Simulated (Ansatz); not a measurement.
A made-up structure of CH$_{3}$AlF, doublet:

| atom | x (Å) | y (Å) | z (Å) |
| --- | --- | --- | --- |
| C1 | -0.4571 | 0.0382 | -0.7004 |
| Al2 | 0.3492 | -0.0061 | 0.6221 |
| F3 | 1.8367 | -0.7840 | 0.4045 |
| H4 | -1.4313 | 0.5264 | -0.6505 |
| H5 | 0.0005 | -0.4185 | -1.5843 |
| H6 | -0.2980 | 0.6440 | 1.9087 |

It is relaxed with PBE-D4/def2-SVP and then PBE0-D4/def2-TZVP (Ansatz 0.2.0). Atoms count as bonded within 1.22 times the sum of their covalent radii (H–H: 0.88 Å). The end point is not checked to be a true minimum.

**Question.** Does its bonding change? (A judgement: the text doesn't fix the answer.)

**Answer.** Computed: No: no bond forms or breaks.

Where it ends: The first stage lowers the energy by 2.50 eV in 6 steps. It ends as CH₃AlF ([CH2][AlH][F]):
```xyz
6
angstrom
C -0.5604 0.0441 -0.8676
Al 0.4406 -0.0141 0.7615
F 1.9239 -0.7416 0.7320
H -1.5449 0.5013 -0.9506
H -0.2159 -0.3715 -1.8124
H -0.0434 0.5817 2.1371
```

Labels in which every atom is bracketed show which atoms are joined, not bond orders.

For scale, one of the runs: PBE0-D4/def2-TZVP relaxation, 117 basis functions, launched by `ansatz run in.yaml --threads 2 --pin off --events-out ev --progress --plain --max-ram 4352MiB`. Hardware: 2 CPU threads of an Arm Neoverse V2, shared host. Wall time about 14 s.
